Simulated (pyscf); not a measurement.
As≡As (SMILES [As]#[As]) + H₂O (SMILES O) -> HO–As=AsH (SMILES O[As]=[AsH]) (addition across a multiple bond or ene-type step; singlet surface; H–O broken, As–O, As–H formed). Single points on ωB97X-D3(BJ)/def2-SVP structures (PySCF, gas phase). Correlated levels are frozen-core, on RHF or UHF. ΔMP2 is the change of the MP2 total energy from the triple- to the quadruple-zeta basis. Rate constants from transition-state theory at the high-pressure limit, CCSD(T)/def2-TZVPP + ΔMP2(QZVPP) energies (ideal gas, 1 atm, RRHO with modes under 100 cm⁻¹ raised to 100, one conformer, R ln 2 for chiral ones without a mode under 150 cm⁻¹; no tunnelling), k in cm³ molecule⁻¹ s⁻¹.

```csv
T (K),1000/T,log10 k
298,3.354,-36.16
600,1.667,-23.93
900,1.111,-19.71
1200,0.833,?
```

Task: Fit an Arrhenius line to the three values, give the activation energy, and predict k at 1200 K.

Result: Least squares gives log10 k = -11.65 − 7.31 × 1000/T, so Ea = 7.31 × ln 10 × 1.987 = 33.4 kcal/mol, against an electronic barrier of 34.6. At 1200 K the line gives -17.74; the computed value is -17.49 (ΔG‡ = 66.5 kcal/mol), a factor 1.8 over the line, since the plot is curved. One saddle was located; it need not be the lowest between these sides. The CCSD(T) − MP2 part came from Ansatz, without density fitting, on the same reference. The frozen core leaves the outer d or s,p core shells of the metals and heavy elements correlated in the MP2 and CC values, and def2-TZVPP describes them poorly, which can shift differences by a few kcal/mol. Elements up to Kr have no core potential and no relativistic terms here.
